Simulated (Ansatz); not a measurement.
The pair A = CH4 (SMILES C) (first 5 atoms), B = CH4 (SMILES C); geometry from NCB31 set.
(charge 0, multiplicity 1):
```csv
atom,x (Å),y (Å),z (Å)
C,0.0000,0.0000,1.8073
H,0.0000,1.0266,1.4424
H,-0.8891,-0.5133,1.4424
H,0.0000,0.0000,2.8968
H,0.8891,-0.5133,1.4424
C,0.0000,0.0000,-1.8073
H,0.8891,0.5133,-1.4424
H,0.0000,0.0000,-2.8968
H,-0.8891,0.5133,-1.4424
H,0.0000,-1.0266,-1.4424
```

Cores are frozen in the correlated methods. MP2 and its Hartree–Fock in aug-cc-pVQZ are density fitted.

Run with Ansatz (Gaussian basis) for Hartree–Fock, density functionals and correlated methods. Values without a source in brackets are computed.

The counterpoise-corrected interaction energy is E(AB) − E(A in the pair's basis) − E(B in the pair's basis). Total energies (hartree):

```csv
level,AB,A in the pair's basis,B in the pair's basis
HF/aug-cc-pVTZ,-80.4262993,-40.2135692,-40.2135692
MP2/aug-cc-pVTZ,-80.8298214,-40.4145503,-40.4145503
HF/aug-cc-pVQZ,-80.4315440,-40.2161933,-40.2161933
MP2/aug-cc-pVQZ,-80.8554302,-40.4273373,-40.4273373
CCSD(T)/aug-cc-pVTZ,-80.8828786,-40.4410437,-40.4410437
```

**Question.** Work out the counterpoise-corrected interaction energy at the basis-set limit: extrapolate the MP2 correlation part as X⁻³, take Hartree–Fock from the larger set, and add the CCSD(T) − MP2 difference of aug-cc-pVTZ.

**Answer.** 
1. Differences (1 hartree = 627.509 kcal/mol): HF/aug-cc-pVTZ 0.527; MP2/aug-cc-pVTZ -0.452; HF/aug-cc-pVQZ 0.529; MP2/aug-cc-pVQZ -0.474; CCSD(T)/aug-cc-pVTZ -0.497.
2. Correlation parts, MP2 less HF: -0.979 in aug-cc-pVTZ (X = 3), -1.003 in aug-cc-pVQZ (X = 4).
3. Limit (4³·(-1.003) − 3³·(-0.979))/(4³ − 3³) = -1.020; with HF/aug-cc-pVQZ it gives -0.492.
4. CCSD(T) less MP2 in aug-cc-pVTZ: -0.044.
Result: -0.54 kcal/mol, against -0.45 at MP2/aug-cc-pVTZ. It is an estimate of this method's limit, not of the exact value.

Ansatz is a program for electronic structure.
